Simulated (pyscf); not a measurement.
`[NH2][AlH2]` + `[CH3]` [doublet] → `[NH][AlH2]` [doublet] + `[CH4]`, a hydrogen abstraction (doublet surface; H–N broken, C–H formed). Structures and frequencies: ωB97X-D3(BJ)/def2-SVP in PySCF. Correlated levels are frozen-core, on RHF or UHF. ΔMP2 is the change of the MP2 total energy from the triple- to the quadruple-zeta basis. Energies in kJ/mol from the separated reactants.

Small-basis levels: PySCF, no dispersion term, spherical d functions. AM1 to PM7: differences of heats of formation from MOPAC, which are fitted to 298 K values and so differ in kind from electronic energies by zero-point and thermal terms. Open shells are spin-unrestricted. 

```json
[
 {"level": "HF/6-31G*", "barrier": "129.9", "reaction energy": "+12.6"},
 {"level": "MP2/6-31G*", "barrier": "102.6", "reaction energy": "+41.6"},
 {"level": "BP86/6-31G*", "barrier": "43.3", "reaction energy": "+21.7"},
 {"level": "PBE/6-31G*", "barrier": "38.6", "reaction energy": "+21.9"},
 {"level": "B3LYP/def2-SVP", "barrier": "62.7", "reaction energy": "+28.2"},
 {"level": "PM6", "barrier": "126.2", "reaction energy": "+70.5"},
 {"level": "PM7", "barrier": "129.3", "reaction energy": "+84.1"},
 {"level": "CCSD(T)/def2-TZVPP + ΔMP2(QZVPP)", "barrier": "85.5", "reaction energy": "+43.3"}
]
```

Against the last row the barrier runs from -46.9 (PBE/6-31G*) to +44.3 kJ/mol (HF/6-31G*); MP2/6-31G* happens to lie closest here (17.1 kJ/mol apart). CCSD(T)/def2-TZVPP + ΔMP2(QZVPP) has limits of its own. The same reactants have a lower exit, to [H₂N–AlH]• + CH₄ (barrier +31.4 kJ/mol at ωB97M-D3(BJ)/def2-TZVP, against +80.2 kJ/mol here). [HN–AlH₂]• lies 125.5 kJ/mol over its isomer [H₂N–AlH]• (electronic energy, ωB97M-D3(BJ)/def2-TZVP). One saddle was located; it need not be the lowest between these sides. The angle at the transferred H is 180°. The CCSD(T) − MP2 part came from Ansatz, without density fitting, on the same reference.
